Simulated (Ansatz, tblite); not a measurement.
# The cluster Os2O2+: rung by rung

How do method and basis change the picture of the cluster Os2O2+ (doublet)?

The runs use Ansatz 0.2.0, Gaussian basis; as each input shows.

Levels to be run: GFN1-xTB, GFN2-xTB, PBE-D4/def2-TZVP, r2SCAN-D4/def2-TZVP, ωB97M-V/def2-TZVP, r2SCANh-D4/def2-TZVP, BLYP-D4/def2-TZVP, B2PLYP/def2-TZVP, HF/def2-TZVP, PBE-D4/def2-SVP, PBE0-D4/def2-SVP, CCSD(T)/def2-SVP, MP2/def2-TZVP, RPA/def2-TZVP.

### Step 1. The relaxed structure

The doublet was relaxed beforehand with PBE0-D4/def2-TZVP. At that level it is the lowest of the isomers that a small search found.

4 atoms, charge 1, spin multiplicity 2.

Bond lengths: Os1–O3 1.820 Å, Os2–O3 1.938 Å, Os2–O4 1.654 Å. Angles: O3–Os2–O4 140.0°, Os1–O3–Os2 79.8°.

Os takes a core potential in the def2 sets. No spin-orbit coupling is included. The ion is computed in the gas phase, without counter-ions or solvent.

PBE0-D4/def2-TZVP was run before; its log isn't repeated, and its numbers join the tables.

### Step 2. GFN1-xTB

Tight binding, by tblite at 300 K electronic temperature and without a spin-polarisation term:

```python
tblite.interface.Calculator('GFN1-xTB', numbers, positions, charge=1, uhf=1).singlepoint()
```

Energy -417.9954 eV; 0.003 s.

### Step 3. GFN2-xTB

Tight binding, by tblite at 300 K electronic temperature and without a spin-polarisation term:

```python
tblite.interface.Calculator('GFN2-xTB', numbers, positions, charge=1, uhf=1).singlepoint()
```

Energy -385.4352 eV; 0.005 s.

### Step 4. PBE-D4/def2-TZVP

start.molden holds the orbitals of an earlier run on this state, given as this run's starting guess.

in.yaml reads:

```yaml
crystal:
  periodic: [false, false, false]
  atoms:
    - {symbol: Os, position_ang: [-1.539609, 0.905972, -0.216087]}
    - {symbol: Os, position_ang: [0.354564, -0.436242, 0.436104]}
    - {symbol: O, position_ang: [0.207743, 1.408872, -0.138997]}
    - {symbol: O, position_ang: [0.977312, -1.878592, -0.081020]}
basis:
  gaussian: {orbitals: def2-TZVP, initial_orbitals: start.molden}
total_charge: 1
magnetization: {spin_polarized: true, initial_magnetization: 1}
hamiltonian: {xc: pbe, dispersion: d4}
scf: {omitted_lower_state_checks: [starts]}
output: {orbitals: {seedname: orbitals}}
```

Run with:

```sh
$ ansatz run in.yaml --threads 4 --pin off --events-out ev --progress --plain --max-ram 3916MiB
```

After this run come: r2SCAN-D4/def2-TZVP; ωB97M-V/def2-TZVP; r2SCANh-D4/def2-TZVP; BLYP-D4/def2-TZVP; B2PLYP/def2-TZVP; HF/def2-TZVP; PBE-D4/def2-SVP; PBE0-D4/def2-SVP; CCSD(T)/def2-SVP; MP2/def2-TZVP; RPA/def2-TZVP.

**Question.** What will the summary of the whole plan be? Wanted: gap in def2-TZVP, named functionals and Hartree-Fock, smallest and largest; correlation energy, CCSD(T)/def2-SVP; correlation energy, MP2/def2-TZVP; ⟨S²⟩ in def2-TZVP, named functionals and Hartree-Fock, smallest and largest; PBE0 total energy, smallest basis above largest.

As calculated:

| quantity | value |
| --- | --- |
| gap in def2-TZVP, named functionals and Hartree-Fock, smallest and largest | 0.60 eV (BLYP-D4), 9.77 eV (HF) |
| correlation energy, CCSD(T)/def2-SVP | -28.85 eV |
| correlation energy, MP2/def2-TZVP | -33.14 eV |
| ⟨S²⟩ in def2-TZVP, named functionals and Hartree-Fock, smallest and largest | 1.770, 3.367 |
| PBE0 total energy, smallest basis above largest | 5.90 eV (def2-SVP, def2-TZVP) |

In words: Over the named functionals and Hartree-Fock in def2-TZVP the gap runs from 0.60 eV (BLYP-D4) to 9.77 eV (HF); exact exchange widens it. Over the named functionals and Hartree-Fock in def2-TZVP spin contamination reaches 2.62 (HF), and every level is far from pure, so all describe a mixture with higher spin. Notes on CCSD(T)/def2-SVP: large T1 diagnostic, spin contamination.
